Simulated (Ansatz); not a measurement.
`N[Si]N`. Total charge 0; spin multiplicity 1.

Z-matrix (Å, degrees):
```
N
Si 1 1.716
H 1 1.009 2 127.8
H 1 1.006 2 120.3 3 180.0
N 2 1.716 1 100.2 3 0.0
H 5 1.006 2 120.3 1 -180.0
H 5 1.009 2 127.8 1 0.1
```

(1) List the harmonic frequencies (cm⁻¹, unscaled) at PBE0-D4/def2-TZVP in Ansatz. (Best estimate.)

(2) Is this a minimum?

(3) Give the ideal-gas thermochemistry at 298.15 K and 1 bar (rigid rotor, harmonic oscillator; point group C2v, symmetry number 2).

## Answers

(1) Computed: 304, 362, 393, 438, 528, 693, 786, 857, 892, 1570, 1594, 3575, 3580, 3693, 3695.

(2) Yes, all 15 modes are real.

(3) Zero-point energy 137.3 kJ/mol; H(298) − E = 152.2 kJ/mol; entropy 275.3 J/(mol·K), of which translation 159.9, rotation 91.2, vibration 24.2; G(298) − E = 70.1 kJ/mol.
